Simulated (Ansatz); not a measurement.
**[BH2F2]− (SMILES F[BH2-]F): methods side by side**

[BH2F2]−: 5 atoms, total charge -1, spin state singlet. SMILES: `F[BH2-]F`. Geometry: relaxed at GFN2-xTB.

```xyz
5

F    -1.1770    0.6245    0.3832
B     0.0335    0.0143   -0.0561
F     0.4076   -0.9473    0.9267
H    -0.1719   -0.5601   -1.1189
H     0.9078    0.8687   -0.1348
```

Quantity: the energy change with the B2–H4 bond stretched from 1.225 to 3.064 Å, in eV. The values are calculated.

```
                        level                    kind  program  value (eV)  less FCI/STO-3G
     BLYP/STO-3G (restricted)                     GGA   Ansatz        4.30            -1.26
   revPBE/STO-3G (restricted)                     GGA   Ansatz        4.37            -1.19
    B3LYP/STO-3G (restricted)           global hybrid   Ansatz        5.15            -0.41
CAM-B3LYP/STO-3G (restricted)  range-separated hybrid   Ansatz        5.78            +0.22
    HSE06/STO-3G (restricted)  range-separated hybrid   Ansatz        5.50            -0.06
  BCCD(T)/STO-3G (restricted)   coupled cluster or CI   Ansatz        5.55            -0.01
     CCSD/STO-3G (restricted)   coupled cluster or CI   Ansatz        5.72            +0.16
   CCSDTQ/STO-3G (restricted)   coupled cluster or CI   Ansatz        5.56             0.00
                   FCI/STO-3G      exact in the basis   Ansatz        5.56             0.00
```

FCI/STO-3G is exact within its basis and frozen core, so for wave-function methods in that basis the difference is their error; functionals converge differently with the basis, so for them it is only a difference. Sets without diffuse functions describe the anion poorly. The first shape isn't each level's own minimum. The values span 4.30 to 5.78 eV. All rows use very small basis sets, so none should be taken for the real molecule's value.
